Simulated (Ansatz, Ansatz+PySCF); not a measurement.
```yaml
atoms:
  - { symbol: Si, position_ang: [0.0000, 0.0000, 0.0731] }
  - { symbol: H, position_ang: [1.3105, 0.0000, -0.3412] }
  - { symbol: H, position_ang: [-0.6552, 1.1349, -0.3412] }
  - { symbol: H, position_ang: [-0.6552, -1.1349, -0.3412] }
```

UHF-MP2 on doublet SiH3 was run in several spherical basis sets with Ansatz (development build ahead of 0.2.0). Frozen core: 5 orbitals.

(1) Rank the basis sets by the total energy that they give, lowest first, with the distance from the lowest.
A. 6-31G(d)
B. cc-pVTZ
C. def2-TZVP
D. cc-pVDZ
E. def2-SVP

Answers

(1) B (0.00 eV), C (0.35 eV), D (1.09 eV), A (2.33 eV), E (3.55 eV).

Totals follow the description of the cores as much as that of the bonds, so this order isn't one of quality for chemistry.
